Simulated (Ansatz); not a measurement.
# [NO2]+ (SMILES O=[N+]=O): levels of theory compared

We compute a comparison of 6 runs (UHF/STO-3G, BHLYP/STO-3G, PBE0/STO-3G, r2SCAN/STO-3G, wB97X/STO-3G, MP2/STO-3G) of [NO2]+. 

The results are computed with Ansatz 0.2.0.

12 further runs of the same task are left out: 10 that didn't finish, 2 set aside as unsound or not needed.

## Step 1: The system as given

[NO2]+ has 3 atoms, charge +1, and is taken as a singlet. SMILES: `O=[N+]=O`. The N2–O1 distance was set to 2.220 Å, away from the relaxed value. At this shape a bond of the SMILES string is far longer than usual.

Bond lengths: N2–O3 1.110 Å. A long bond or contact: O1–N2 2.220 Å.

## Step 2: A single-point energy at UHF/STO-3G (run 1)

Contents of input.yaml:

```yaml
crystal:
  periodic: [false, false, false]
  atoms:
    - {symbol: O, position_ang: [-1.145975, 1.854090, -0.419169]}
    - {symbol: N, position_ang: [-0.000010, -0.000010, -0.000000]}
    - {symbol: O, position_ang: [0.572990, -0.927010, 0.209580]}
basis:
  gaussian:
    orbitals: STO-3G
hamiltonian:
  xc: hf
accuracy: high
magnetization:
  spin_polarized: true
total_charge: 1
```

Run with:

```bash
ansatz run input.yaml --threads 1 --pin off --max-ram 3480MiB --events-out events.jsonl --progress --plain --runs-dir runs
```

The program printed:

```text
Warning: RAYON_NUM_THREADS=1 ignored (pool sized by the plan → 1); use --threads N
[... 39 lines left out ...]
Total energy: -5468.18699328 eV, -200.9521655327 hartree
```

Run time: 2.5 s. Hardware: 1 thread of Intel Xeon Platinum 8488C (Sapphire Rapids), shared host.

## Step 3: A single-point energy at BHLYP/STO-3G (run 2)

Contents of in.yaml:

```yaml
basis:
  gaussian:
    orbitals: STO-3G
crystal:
  periodic: [false, false, false]
  atoms:
    - {symbol: O, position_ang: [-1.145975, 1.854090, -0.419169]}
    - {symbol: N, position_ang: [-0.000010, -0.000010, -0.000000]}
    - {symbol: O, position_ang: [0.572990, -0.927010, 0.209580]}
total_charge: 1
hamiltonian:
  xc: {name: BHLYP}
magnetization:
  spin_polarized: false
accuracy: high
```

Run with:

```bash
ansatz run in.yaml --threads 1 --pin off --max-ram 3480MiB --events-out events.jsonl --progress --plain --runs-dir runs
```

The program printed:

```text
Warning: RAYON_NUM_THREADS=1 ignored (pool sized by the plan → 1); use --threads N
Functional definition: BHLYP
  name "BHLYP"
  parameter a = 0.5
  exchange = (1 - a)*b88_x + a*exact_x
  correlation = lyp_c
237 factors; integrals over basis functions are off by at most 3.2e-8 eV
mean field evaluation 1: about -5485.0522 eV, gradient 2.0e1 eV
mean field evaluation 2: about -5323.7992 eV, gradient 7.5e1 eV
mean field evaluation 4: about -5486.1624 eV, gradient 1.1e1 eV
mean field evaluation 8: about -5487.1515 eV, gradient 4.3e0 eV
mean field evaluation 16: about -5487.4136 eV, gradient 9.8e-3 eV
mean field evaluation 32: about -5487.4089 eV, gradient 2.7e-1 eV
mean field -5487.41363118 eV, -201.6587314433 hartree, gradient 2.7e-8 eV, S^2 0.000000; 5 other end points of the search recorded, 0 dependent functions left out
reference -5487.41364293 eV, -201.6587318752 hartree; 11, 11 occupied and 4, 4 virtual orbitals, 237 factors
Total energy: -5487.41364293 eV, -201.6587318752 hartree
```

It took 1.1 s on 1 thread of Intel Xeon Platinum 8488C (Sapphire Rapids), shared host.

Run 3 isn't shown in full; the table further down has it.

## Step 4: The energy at r2SCAN/STO-3G (run 4)

Contents of molecule.yaml:

```yaml
crystal:
  periodic: [false, false, false]
  atoms:
    - {symbol: O, position_ang: [-1.145975, 1.854090, -0.419169]}
    - {symbol: N, position_ang: [-0.000010, -0.000010, -0.000000]}
    - {symbol: O, position_ang: [0.572990, -0.927010, 0.209580]}
basis:
  gaussian: {orbitals: STO-3G}
accuracy: high
hamiltonian: {xc: r2scan}
total_charge: 1
```

Run with:

```bash
ansatz run molecule.yaml --threads 1 --pin off --max-ram 3480MiB --events-out events.jsonl --progress --plain --runs-dir runs
```

The program printed:

```text
Warning: RAYON_NUM_THREADS=1 ignored (pool sized by the plan → 1); use --threads N
Functional definition: r2SCAN
  name "r2SCAN"
  parameter k0 = 0.174
  parameter k1 = 0.065
  parameter a1 = 4.9479
  exchange = r2scan_x(k0 = k0, k1 = k1, a1 = a1)
  correlation = r2scan_c
237 factors; integrals over basis functions are off by at most 3.2e-8 eV
mean field evaluation 1: about -5486.0422 eV, gradient 1.3e1 eV
mean field evaluation 2: about -5315.4417 eV, gradient 4.5e1 eV
mean field evaluation 4: about -5426.6574 eV, gradient 9.0e1 eV
mean field evaluation 8: about -5488.5563 eV, gradient 2.1e-3 eV
mean field evaluation 16: about -5487.6367 eV, gradient 4.9e0 eV
mean field evaluation 32: about -5457.1231 eV, gradient 4.7e1 eV
mean field -5488.51092794 eV, -201.6990563556 hartree, gradient 2.1e-8 eV, S^2 0.000000; 5 other end points of the search recorded, 0 dependent functions left out
reference -5488.51092806 eV, -201.6990563600 hartree; 11, 11 occupied and 4, 4 virtual orbitals, 237 factors
Total energy: -5488.51092806 eV, -201.6990563600 hartree
```

It took 2.9 s on 1 thread of Intel Xeon Platinum 8488C (Sapphire Rapids), shared host; peak memory 0.12 GiB.

Run 5 isn't shown in full; the table further down has it.

## Step 5: The energy at MP2/STO-3G (run 6)

Contents of input.yaml:

```yaml
crystal:
  periodic: [false, false, false]
  atoms:
    - {symbol: O, position_ang: [-1.145975, 1.854090, -0.419169]}
    - {symbol: "N", position_ang: [-0.000010, -0.000010, -0.000000]}
    - {symbol: O, position_ang: [0.572990, -0.927010, 0.209580]}
basis:
  gaussian: {orbitals: STO-3G}
total_charge: 1
correlation: {method: mp2, frozen_orbitals: {"N": 1, O: 1}}
accuracy: high
```

Run with:

```bash
ansatz run input.yaml --threads 1 --pin off --max-ram 3480MiB --events-out events.jsonl --progress --plain --runs-dir runs
```

The program printed:

```text
Warning: RAYON_NUM_THREADS=1 ignored (pool sized by the plan → 1); use --threads N
Functional definition: HF
  name "HF"
  exchange = exact_x
  correlation = 0
237 factors; integrals over basis functions are off by at most 3.2e-8 eV
mean field evaluation 1: about -5462.4108 eV, gradient 2.9e1 eV
mean field evaluation 2: about -5462.4330 eV, gradient 2.9e1 eV
mean field evaluation 4: about -5465.5673 eV, gradient 7.3e0 eV
mean field evaluation 8: about -5465.7002 eV, gradient 2.7e-3 eV
mean field evaluation 16: about -5465.5059 eV, gradient 4.3e-3 eV
mean field evaluation 32: about -5465.5967 eV, gradient 9.6e-1 eV
mean field -5465.70016076 eV, -200.8607761232 hartree, gradient 3.2e-8 eV, S^2 0.000000; 7 other end points of the search recorded, 0 dependent functions left out; unrestricted orbitals would lower it
mean field evaluation 64: about -5468.1865 eV, gradient 1.5e-2 eV
unrestricted determinant -5468.18699190 eV, -200.9521654821 hartree, S^2 1.1829
3 core orbitals not correlated: weight in the atoms' cores, before any rotation towards them, 1.000 or more for the frozen orbitals, at most 0.000 for the correlated occupied ones
reference -5465.70016076 eV, -200.8607761232 hartree; 8, 8 occupied and 4, 4 virtual orbitals, 237 factors
second order -5.48571186 eV of doubles, -0.00000000 eV of singles
Total energy: -5471.18587261 eV, -201.0623723156 hartree
```

It took 0.18 s on 1 thread of Intel Xeon Platinum 8488C (Sapphire Rapids), shared host.

## Step 6: Overview of the runs

| run | level | frozen core orbitals | energy (Eh) | wall time |
| --- | --- | --- | --- | --- |
| 1 | UHF/STO-3G | – | -200.952166 | 2.5 s |
| 2 | BHLYP/STO-3G | – | -201.658732 | 1.1 s |
| 3 | PBE0/STO-3G | – | -201.563059 | 0.71 s |
| 4 | r2SCAN/STO-3G | – | -201.699056 | 2.9 s |
| 5 | wB97X/STO-3G | – | -201.724856 | 6 s |
| 6 | MP2/STO-3G | 3 | -201.062372 | 0.18 s |

## Step 7: Results

```
                                          quantity          value
                               run 6: total energy  -201.06237 Eh
run 6: correlation energy (3 core orbitals frozen)     -201.6 mEh
```

What this shows: Totals of different functionals can't be ranked against each other. In run 6 the log says that unrestricted orbitals would lower the reference, so the values rest on an unstable closed-shell determinant (other closed-shell runs at this shape may share the fault). In runs 1, 2, 3, 4, 5, 6 the basis is minimal, so the values are rough. Spin contamination of the reference: run 1 ⟨S²⟩ = 1.18. Where it is this large, the reference is a mixture of spin states, and values that rest on it are in doubt. All runs together took 13 s, the longest 6 s.
